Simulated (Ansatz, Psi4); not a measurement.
Exact exchange and the vertical energy of the triplet above the singlet of C2H6O (dimethyl ether)

C2H6O: 9 atoms, total charge 0, spin state singlet. SMILES: `COC`. The shape is that of a PBE0-D4/def2-TZVP optimisation.

The vertical energy of the triplet above the singlet y, in eV, basis cc-pVDZ; a is the functional's share of exact exchange. Programs: Ansatz 0.2.0, Psi4 1.11.

| functional | program | a | y (eV) |
| --- | --- | --- | --- |
| r2SCAN | Ansatz | 0 | 7.40 |
| revPBE | Ansatz | 0 | 7.18 |
| TPSSh | Psi4 | 0.1 | ? |
| B3LYP | Ansatz | 0.2 | 7.47 |
| r2SCAN0 | Ansatz | 0.25 | 7.65 |
| PBE0 | Ansatz | 0.25 | 7.54 |
| BHLYP | Psi4 | 0.5 | 7.85 |

Problem. Fit y = c + s·a to the known rows and predict TPSSh.

Solution. 
1. Means of the 6 rows: a = 0.2000, y = 7.515.
2. Σ(Δa)² = 0.175, Σ(Δa·Δy) = 0.1985, so the slope is 0.1985/0.175 = 1.1343.
3. Intercept: 7.515 − (1.1343) × 0.2000 = 7.288. The largest residual of the fit is 0.11.
4. TPSSh: 7.288 + (1.1343) × 0.1 = 7.40 eV.

The run gave 7.52 eV, so the prediction is off by -0.12 eV, about the largest residual. The rows mix families of semi-local functionals, which the line can't see.
